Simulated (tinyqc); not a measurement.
The basis set: RHF and MP2 along a ladder of basis sets, for LiH, spin multiplicity 1. Computed by the program tinyqc with PySCF. Command: `OMP_NUM_THREADS=1 python tinyqc.py 114788 114789 out.jsonl`; one thread of a shared host (Intel(R) Xeon(R) Processor @ 2.60GHz), about 0.7 s.

Geometry (angstrom):
```
atom       x       y       z
Li    0.0000  0.0000  0.0000
H     0.0000  0.0000  1.4250
```

Same geometry throughout; the dipole is taken about the origin.

RHF and frozen-core MP2 in a ladder of bases:
```
basis    functions  E(RHF) (hartree)  E(MP2 corr) (hartree)  HOMO (eV)  LUMO (eV)  dipole (debye)
sto-3g           6          -7.86172               -0.01156     -8.146      2.161           4.825
3-21g           11          -7.92277               -0.01216     -8.372      0.181           5.546
6-31g           11          -7.97267               -0.01205     -8.427      0.352           5.596
6-31g**         19          -7.97490               -0.02067     -8.414      0.349           5.569
cc-pvdz         19          -7.97811               -0.02271     -8.424      0.121           5.614
cc-pvtz         44          -7.98161               -0.02753     -8.441      0.079           5.609
```

From cc-pVDZ to cc-pVTZ the RHF energy falls by 3.5 mhartree and the correlation energy by 4.8. If valence correlation converges as X^-3, (27 E(T) - 8 E(D))/19 gives -0.0296 hartree, a rough estimate from such small X that usually falls short; STO-3G holds about 39 % of it. Beyond STO-3G the LUMO moves by 0.3 eV and the HOMO by 0.1 eV.
